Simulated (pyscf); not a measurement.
PySCF, gas phase, ωB97X-D3(BJ)/def2-SVP geometries.

`[F][W]([F])([F])([F])([Cl])[SeH]` → `[F][W]([F])([F])([F])=[Se]` + `[ClH]`
Surface: singlet. Broken: H–Se, Cl–W. Formed: Cl–H. Give ΔE‡ and ΔE from ωB97M-D3(BJ)/def2-TZVP, relative to the reactant's lowest minimum found.

ΔE‡ = 21.8 kcal/mol, ΔE = -7.9 kcal/mol. Zero-point energy shifts the barrier by -2.6 kcal/mol. It is an elimination, with an imaginary mode of 1014i cm⁻¹. On the reactant side the descent ends in a point that may be a rotor saddle (no frequency run), 1.8 kcal/mol over the lowest minimum found and 21.1 kcal/mol under the saddle at ωB97X-D3(BJ)/def2-TZVP. This is the saddle that the search found; another between the same sides may lie lower. Elements up to Kr have no core potential and no relativistic terms here. Elements past Kr carry the def2 core potentials, without spin-orbit coupling.
